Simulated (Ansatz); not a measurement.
# CH₃LiS (SMILES [Li][CH2]S): functionals against CCSD(T) at one geometry

The task here is to estimate one member of a computed series from the others.

Method: single points in def2-TZVPP; program: Ansatz 0.2.0, Gaussian basis.

Correlated methods freeze the cores. The outer core shell of Li, Na, Mg and K is correlated.

## Starting geometry

SMILES `[Li][CH2]S`, 6 atoms, charge 0, spin multiplicity 1.

Atoms are counted from 1 here; the program's logs count them from 0.

Bond lengths: Li1–C2 1.913 Å, Li1–S3 2.646 Å, C2–S3 1.867 Å, C2–H4 1.104 Å, C2–H5 1.078 Å, S3–H6 1.348 Å. Angles: C2–Li1–S3 44.9°, Li1–C2–S3 88.8°, Li1–C2–H4 111.6°, Li1–C2–H5 137.2°, S3–C2–H4 100.9°, S3–C2–H5 104.5°, H4–C2–H5 105.5°, Li1–S3–C2 46.3°, Li1–S3–H6 86.3°, C2–S3–H6 96.7°.

Geometry (Å):

```
Li   -0.9637    1.4746   -0.4786
C    -0.1110   -0.2362   -0.5623
S     0.0138   -0.2216    1.3008
H    -0.8435   -1.0476   -0.7164
H     0.8343   -0.6340   -0.8939
H     1.0720    0.6094    1.3809
```

Set-up of the first run:

File run/in.yaml:

```yaml
crystal:
  periodic: [false, false, false]
  atoms:
    - {symbol: Li, position_ang: [-0.963700, 1.474600, -0.478600]}
    - {symbol: C, position_ang: [-0.111000, -0.236200, -0.562300]}
    - {symbol: S, position_ang: [0.013800, -0.221600, 1.300800]}
    - {symbol: H, position_ang: [-0.843500, -1.047600, -0.716400]}
    - {symbol: H, position_ang: [0.834300, -0.634000, -0.893900]}
    - {symbol: H, position_ang: [1.072000, 0.609400, 1.380900]}
basis:
  gaussian: {orbitals: def2-TZVPP}
correlation: {method: ccsd_t}
output: {forces: true}
```

No record of the launch command was kept for these runs.

Steps of the session up to this table: CCSD(T)/def2-TZVPP; PBE0-D4/def2-TZVPP; wB97M-V/def2-TZVPP; r2SCAN-D4/def2-TZVPP; PBE-D4/def2-TZVPP; CAM-B3LYP-D4/def2-TZVPP; BLYP-D4/def2-TZVPP.

One of the session's tables, all rows but one given; the rest of the session is left out.

```
      method  RMS force component (eV/Å)  angle to CCSD(T) forces (°)  dipole (D)
     CCSD(T)                       0.216                    reference        5.30
     PBE0-D4                       0.227                         31.0        5.17
     wB97M-V                       0.226                         19.2        5.17
   r2SCAN-D4                       0.209                         16.2        5.22
      PBE-D4                           ?                            ?           ?
CAM-B3LYP-D4                       0.241                         26.1        5.17
     BLYP-D4                       0.250                         37.5        4.91
```

**Question.** Estimate the row for PBE-D4.

The run gave: RMS force component (eV/Å): 0.237; angle to CCSD(T) forces (°): 42.7; dipole (D): 4.96. In the column «RMS force component (eV/Å)» it lies between PBE0-D4 (0.227) and CAM-B3LYP-D4 (0.241).
